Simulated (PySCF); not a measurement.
## Spin–spin coupling constants

Bonds (- single, = double, # triple, : aromatic): N1#C2 1.157 Å, C2-C3 1.459 Å, C3-C4 1.517 Å, C4-C5 1.444 Å, C5=N6 1.253 Å, N6-C4 1.511 Å. C3 carries H7, H8; C4 carries H9; C5 carries H10. Stereochemistry as in N#CC[C@H]1C=N1. H7 is pro-R; H8 is pro-S.

Couplings: B3LYP/pcJ-1 (spin–dipole term only in couplings to heteroatoms) in PySCF, geometry PBE0-D3(BJ)/def2-SVP; gas phase, one conformer, non-relativistic. Couplings are averaged over pairs made equivalent by symmetry, fast rotation or ring inversion, so a value needn't be that of the named pair in this geometry, while other rotamers aren't included; one pair stands for each set, and the list holds a selection of those of at least 1.5 Hz over up to four bonds.

Isotopes: 13C, 1H, 15N.

| pair | bonds | J (Hz) |
| --- | --- | --- |
| N1, C2 | 1 | -18.5 |
| C2, C3 | 1 | 66.1 |
| C3, C4 | 1 | 49.6 |
| C3, H7 | 1 | ? |
| C3, H8 | 1 | 141.2 |
| C4, C5 | 1 | 35.5 |
| C4, N6 | 1 | 13.9 |
| C4, H9 | 1 | 194.2 |
| C5, N6 | 1 | ? |
| C5, H10 | 1 | 257.7 |
| C2, C4 | 2 | -2.0 |
| C3, C5 | 2 | -1.8 |
| C3, N6 | 2 | -2.8 |
| C3, H9 | 2 | ? |
| C4, H7 | 2 | -8.3 |
| C4, H8 | 2 | ? |
| C4, H10 | 2 | ? |
| N6, H9 | 2 | ? |
| H7, H8 | 2 | ? |
| N1, H8 | 3 | -1.6 |
| C5, H8 | 3 | 9.2 |
| H7, H9 | 3 | 10.3 |
| H8, H9 | 3 | 3.2 |
| H9, H10 | 3 | ? |
| C2, H10 | 4 | 2.5 |
| H8, H10 | 4 | 2.2 |

Problem. Estimate the withheld couplings, with signs.

Solution. 
- 1J(C3,H7) = 139.9 Hz (bond length 1.102 Å, sp3 carbon)
- 1J(C5,N6) = 8.6 Hz (bond length 1.253 Å)
- 2J(C3,H9) = 11.4 Hz (angle at C4 114°)
- 2J(C4,H8) = -6.4 Hz (angle at C3 110°)
- 2J(C4,H10) = 7.7 Hz (angle at C5 153°)
- 2J(N6,H9) = -3.8 Hz (angle at C4 116°)
- 2J(H7,H8) = -19.3 Hz (angle at C3 107°)
- 3J(H9,H10) = -2.6 Hz (dihedral angle 79°)
